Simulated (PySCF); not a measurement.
# Spin-rotation constants: `C#CC(=O)[S-]`, [C3HOS]-, charge -1

Cartesian coordinates in Å; atom numbers follow the order of the lines, from 1:
```xyz
6

C     1.567   -0.407    0.323
C     0.384   -0.132    0.213
C    -1.068    0.140    0.106
O    -1.839   -0.724    0.523
S    -1.411    1.657   -0.606
H     2.620   -0.599    0.396
```

Total charge -1.

Method used: PySCF 2.14.0, GIAO PBE/aug-pcSseg-1 magnetisability, rotational g tensor and spin-rotation constants, non-relativistic, gas phase. Geometry: PBE0-D3(BJ)/def2-SVP.

For an ion the centre-of-mass motion in the field is neglected.

**Question.** Give the nuclear spin-rotation constants along the inertial axes (H = +C I·J) beside the isotropic shieldings.

**Answer.** Rotational constants 7.2683, 3.2056, 2.2245 GHz. A star marks the isotopologue with that one atom substituted, in its own axes.
| atom | isotope | Caa (kHz) | Cbb (kHz) | Ccc (kHz) | mean (kHz) | σ (ppm) |
| --- | --- | --- | --- | --- | --- | --- |
| H6 | 1H | 0.031 | -0.213 | -0.223 | -0.135 | 29.7 |
| C1 | 13C* | 0.869 | 0.843 | 0.526 | 0.746 | 126.6 |
| C2 | 13C* | 0.486 | 1.006 | 0.956 | 0.817 | 86.9 |
| C3 | 13C* | 3.970 | 1.413 | 0.584 | 1.989 | -9.3 |
| O4 | 17O* | -4.303 | -2.648 | -0.230 | -2.394 | -224.8 |
| S5 | 33S* | 2.031 | 1.928 | 0.686 | 1.548 | 198.8 |

For the geometry as given, no vibrational averaging.
